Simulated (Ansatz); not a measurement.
B(CO)H3 (CH₃BO), relaxed as a singlet with RKS PBE-D4/def2-TZVP in Ansatz, starting from the GFN2-xTB geometry. Force threshold 0.02 eV/Å.

Start:

Cartesian coordinates in Å:
```
B 0.3102 0.2394 -0.3362
C -0.5584 -0.4560 0.6303
O -1.2488 -0.9824 1.3726
H -0.2227 0.1122 -1.3895
H 1.3736 -0.2845 -0.2976
H 0.3462 1.3712 0.0205
```

Task: Estimate the energy that the relaxation releases and the steps that it takes.

Result: 0.04 eV, in 4 steps; 4.8 s on 2 threads of AMD EPYC 7R43 on a shared host. No frequencies were taken in this run, so the end may be a saddle point.

Task: Does the start keep its bonding and symmetry?

Result: By distances, no bond broke or formed. The bond that changes most is B1–C2, from 1.47 to 1.50 Å (atoms count from 1). Point group Cs at the start, C3v at the end, both within 0.05 Å; within 0.015 Å the end is Cs.

Task: Predict the relaxed structure.

Result: 
```xyz
6

B     0.3167    0.2489   -0.3479
C    -0.5687   -0.4616    0.6393
O    -1.2518   -0.9943    1.3856
H    -0.2381    0.1099   -1.4220
H     1.3957   -0.3076   -0.2861
H     0.3462    1.4047    0.0310
```
Bond lengths: 1 × B–C 1.50 Å; 1 × C–O 1.14 Å; 3 × B–H 1.22 Å.
